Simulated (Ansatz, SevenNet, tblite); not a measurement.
## How well does each level of theory give the TO(Γ) frequency of zinc-blende AlAs?

Reference value: 361 cm⁻¹ (measured, temperature not stated, no zero-point or thermal correction; as tabulated in Giannozzi et al., Phys. Rev. B (1991)).

| level (code) | value (cm⁻¹) | cell (Å³/atom) | difference (%) |
|---|---|---|---|
| GFN1-xTB (tblite) | 340 | 21.72 | -5.8 |
| SevenNet-l3i5 | 318 | 23.57 | -11.9 |
| LDA (Ansatz) | 358 | 22.30 | -0.8 |
| PBE (Ansatz) | 345 | 23.50 | -4.4 |
| PBE-D3(BJ) (Ansatz) | 359 | 22.72 | -0.6 |
| B3LYP (VWN-RPA form) (Ansatz) | 351 | 23.57 | -2.8 |
| PBE0 (Ansatz) | 363 | 22.90 | +0.6 |

Once the reference is moved by up to 3.0 % (a margin picked here for doubts on the reference and the settings, and for temperature and zero-point motion) and values within 0.7 % count as equal, the nearest can be PBE-D3(BJ) (-0.6 %), PBE0 (+0.6 %), LDA (-0.8 %) or B3LYP (VWN-RPA form) (-2.8 %). Among them SevenNet-l3i5 (-11.9 %) misses by most.

The measured value isn't corrected to a static lattice, so vibrations enter the comparison.  GFN1-xTB: the method was fitted mainly to molecules. GFN1-xTB: the run uses a supercell at the zone centre in place of a k mesh. PBE-D3(BJ): the dispersion coefficients are held fixed in the derivatives. Each level is taken at its own relaxed cell. K meshes differ between the levels. Ansatz's density-functional and Hartree–Fock values are scalar-relativistic unless marked +SOC, with PAW data made under PBE.

Machine-learned potentials (SevenNet-l3i5) are trained on DFT data: a solid inside that data is no test of them.

Differences are worked out from the printed values.

Ansatz is a quantum-chemistry and plane-wave program.
